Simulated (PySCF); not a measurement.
# C₄H₅ClO: magnetic properties

What do calculations give for the magnetic properties of C₄H₅ClO (`C[C@@H]1OC=C1Cl`)?

Computed with PySCF 2.14.0 and routines of our own; the level stands in each step. Atoms count from 0.

## 1. The starting structure

11 atoms, charge 0, multiplicity 1; geometry from: GFN2-xTB.

## 2. Relaxing the molecule at PBE0-D3(BJ)/def2-SVP

Job settings and geometry (Å):

```
{"job": {"xc": "PBE0", "basis": "def2-SVP", "d3": "d3bj", "grid": 1, "kind": "geom"}, "charge": 0, "multiplicity": 1}
C      1.415135     0.167794    -0.371265
C      0.228575    -0.210370     0.485272
O     -0.470789    -1.396545     0.022584
C     -1.608261    -0.633315    -0.154341
C     -1.073434     0.521405     0.252302
Cl    -1.561151     2.134618     0.448483
H      1.796138     1.133522    -0.050435
H      1.114964     0.229347    -1.414066
H      2.197217    -0.580099    -0.272743
H      0.503493    -0.329427     1.535457
H     -2.536463    -1.034260    -0.507213
```

Run with:

```sh
> OMP_NUM_THREADS=1 python excited_run.py task.json out
```

One launch serves the whole session: the jobs run in the order shown.

Output:

```text
step   0  E = -690.06499537  max force = 0.018285
step   1  E = -690.06619086  max force = 0.002915
step   2  E = -690.06621073  max force = 0.002021
step   3  E = -690.06622747  max force = 0.000449
step   4  E = -690.06622891  max force = 0.000158
optimisation converged
```

Wall time 18 s (1 thread of Arm Neoverse V1, shared host); peak memory 0.51 GiB.

Relaxation path:

```csv
step,energy from step 0 (eV),largest force component (eV/Å)
0,0.0000,0.9403
1,-0.0325,0.1499
2,-0.0331,0.1039
3,-0.0335,0.0231
4,-0.0336,0.0081
```

Close pairs (by a distance rule), those that changed most:

```csv
bond,before (Å),after (Å),change (Å)
C3–H10,1.071,1.091,+0.020
C0–H6,1.087,1.101,+0.014
C0–H8,1.087,1.100,+0.013
C0–H7,1.087,1.099,+0.012
C1–H9,1.092,1.103,+0.011
C1–O2,1.453,1.463,+0.010
C0–C1,1.511,1.501,-0.010
O2–C3,1.381,1.375,-0.006
```

The next job starts from the end point, and lists it.

```csv
at the end point,value
point group (found at 0.08 Å tolerance),C1
"rotational constants (GHz, main isotopes)","5.337, 2.155, 1.629"
dipole moment (D),0.62
```

## 3. Magnetic properties: GIAO PBE0/pcSseg-1

Job settings and geometry (Å):

```
{"job": {"kind": "mag", "xc": "PBE0", "basis": "pcSseg-1", "isotopologues": 2}, "charge": 0, "multiplicity": 1}
C      1.280116     0.764673    -0.120733
C      0.090714     0.434225     0.733583
O     -0.620058    -0.758654     0.272879
C     -1.739645     0.024763     0.119062
C     -1.199483     1.185312     0.518900
Cl    -1.664610     2.805410     0.708925
H      1.697578     1.735680     0.186110
H      0.984430     0.828171    -1.177690
H      2.063658     0.000375    -0.011798
H      0.355993     0.295782     1.794830
H     -2.688365    -0.383901    -0.230873
```

Method: GIAO PBE0/pcSseg-1 magnetisability, rotational g tensor and spin-rotation constants, non-relativistic, gas phase.

Output:

```text
coarse grid: 10160 points
cycle   1  E = -690.2217947006  dE =  9.868e-01  |g| = 5.409e-01  |ddm| = 3.078e+00
cycle   2  E = -690.1132038807  dE =  1.086e-01  |g| = 9.331e-01  |ddm| = 1.191e+00
cycle   3  E = -690.2744831174  dE = -1.613e-01  |g| = 1.407e-01  |ddm| = 8.413e-01
cycle   4  E = -690.2783700987  dE = -3.887e-03  |g| = 5.601e-02  |ddm| = 1.585e-01
cycle   5  E = -690.2790672655  dE = -6.972e-04  |g| = 1.771e-02  |ddm| = 5.453e-02
cycle   6  E = -690.2791364825  dE = -6.922e-05  |g| = 4.031e-03  |ddm| = 1.515e-02
cycle   7  E = -690.2791400723  dE = -3.590e-06  |g| = 8.420e-04  |ddm| = 3.814e-03
final grid: 94648 points
cycle   8  E = -690.3255274445  dE = -1.769e-05  |g| = 1.153e-02  |ddm| = 2.570e-02
cycle   9  E = -690.3254826007  dE =  4.484e-05  |g| = 1.939e-02  |ddm| = 1.954e-02
cycle  10  E = -690.3255510069  dE = -6.841e-05  |g| = 2.338e-03  |ddm| = 1.401e-02
cycle  11  E = -690.3255522487  dE = -1.242e-06  |g| = 4.671e-04  |ddm| = 2.285e-03
cycle  12  E = -690.3255522924  dE = -4.373e-08  |g| = 1.529e-04  |ddm| = 4.675e-04
cycle  13  E = -690.3255522979  dE = -5.503e-09  |g| = 3.157e-05  |ddm| = 1.444e-04
cycle  14  E = -690.3255522981  dE = -2.096e-10  |g| = 9.292e-06  |ddm| = 3.769e-05
converged SCF energy = -690.3255522981

Magnetisability tensor (1e-30 J/T^2)
     -972.80        1.59       34.00
        1.59    -1035.96       -0.94
       34.00       -0.94    -1021.83
isotropic -1010.20   principal values   -1039.86  -1035.35   -955.38
isotropic susceptibility -60.835 1e-6 cm^3/mol

Inertial axes            a          b          c
rot. const./GHz      5.3370     2.1552     1.6295
chi total           -61.730    -59.664    -61.112
chi diamagnetic    -318.284   -600.137   -783.478
chi paramagnetic    256.554    540.473    722.366
quadrupole/D A       -5.662      5.606      0.055
g nuclear            0.6196     0.5289     0.5427
g electronic        -0.6433    -0.5472    -0.5530
g total             -0.0237    -0.0184    -0.0103

Spin-rotation constants (kHz, H = +C I.J)
atom  isotope        aa         bb         cc
  5   35Cl        0.584      0.618      0.354
  6     1H       -0.369     -0.037     -0.176
  7     1H       -0.629     -0.217      0.039
  8     1H        0.085     -0.210     -0.169
  9     1H       -0.540     -0.214      0.115
 10     1H       -0.504      0.143     -0.133
  0    13C*       0.842      0.306      0.226
  1    13C*       1.242      0.527      0.467
  2    17O*      -1.358     -0.460     -0.187
  3    13C*       2.334      0.772      0.436
  4    13C*       2.369      0.566      0.316
* in the singly substituted isotopologue

Isotopologues: g along a, b, c
2H    at 6,7,8,9,10        -0.0203    -0.0168    -0.0095
13C   at 0                 -0.0234    -0.0180    -0.0102
```

Wall time 15 s (1 thread of Arm Neoverse V1, shared host); peak memory 0.63 GiB.

In short:

```csv
quantity,value
magnetisability,-1010·10⁻³⁰ J/T²
molar susceptibility,-60.8·10⁻⁶ cm³/mol
"rotational g (a, b, c)","-0.0237, -0.0184, -0.0103"
```

## 4. What came out

| quantity | value |
| --- | --- |
| point group | C1 |
| rotational constants (main isotopes) | 5.34, 2.16, 1.63 GHz |
| magnetisability (step 3, GIAO PBE0/pcSseg-1) | -1010·10⁻³⁰ J/T² |
| molar susceptibility (step 3, GIAO PBE0/pcSseg-1) | -60.8·10⁻⁶ cm³/mol |
| rotational g (a, b, c) (step 3, GIAO PBE0/pcSseg-1) | -0.0237, -0.0184, -0.0103 |

In words: Relaxing lowered the energy by 0.034 eV in 4 steps; the close pair that moved most is C3–H10, from 1.071 to 1.091 Å. Vibrational averaging and real surroundings are missing from these values.
